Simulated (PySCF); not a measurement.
Gas-phase reaction: SiH₄ + 2 N → HSiNH₂ + NH

Method: PySCF energies (xtb for GFN2) plus ideal-gas RRHO corrections (1 bar). † marks an energy on the PBE0/def2-TZVP geometry and frequencies; other levels use their own. CCSD(T) freezes the core. Open shells (unrestricted): N (multiplicity 4), NH (multiplicity 3); the rest are closed-shell singlets. GFN2 has no spin-polarisation term. HSiNH₂: computed as isolated molecules; such fragments, hydroxides, amides, oligomers or adducts are transient or little studied in the gas. CCSD(T) isn't extrapolated to the basis-set limit; its ΔH°(298 K) is -406.2 kJ in def2-SVP and -460.6 kJ in def2-TZVPP. The harmonic model lacks anharmonicity and excited electronic states, which grow with temperature; levels with a mode under 35 cm⁻¹ are left out. Internal rotation in HSiNH₂ is treated as a harmonic vibration of one conformer, which makes the entropy rough.

```
level              ΔE electronic, kJ  ΔH°(298 K), kJ  ΔS°(298 K), J/K  ΔG°(1600 K), kJ
-----------------  -----------------  --------------  ---------------  ---------------
CCSD(T)/def2-SVP†               -429            -406              -85             -259
GFN2-xTB                        -937            -917              -81             -775
M06-2X/def2-TZVP†               -536            -513              -85             -365
PBE/def2-SVP                    -590            -568              -84             -422
PBE0/def2-QZVP†                 -552            -529              -85             -381
PBE0/def2-TZVP                  -543            -520              -85             -372
```
ΔH° is lowest at GFN2-xTB and highest at CCSD(T)/def2-SVP†. No reference value is set beside these.
